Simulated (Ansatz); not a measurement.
Reaction (isomerisation): `CC/C(O)=C/F` → `C/C=C(\F)OC`

Calculated with Ansatz (gas phase, PBE0-D4/def2-TZVP geometries, no zero-point term in ΔE). CCSD(T)/CBS adds triple-zeta CCSD(T) − MP2 to the extrapolated MP2 energy (def2 sets, frozen cores). Double bonds are as drawn, so ΔE can hold a change between cis and trans. One conformer a species, not always the lowest.

```tsv
species	MP2/def2-TZVPP energy (Eh)
`CC/C(O)=C/F`	-331.11222
`C/C=C(\F)OC`	-331.09821
```

Task: Work out ΔE.

Result: ΔE = (-331.09821) − (-331.11222) = 0.01401 Eh = +36.8 kJ/mol. CCSD(T)/CBS gives +37.9 kJ/mol.

Largest T1 diagnostic among the species: 0.012.

In def2-TZVPP, CCSD(T) changes the Hartree–Fock value by +11.1 kJ/mol (the triples alone add +0.6 kJ/mol) and MP2 by +14.0 kJ/mol.
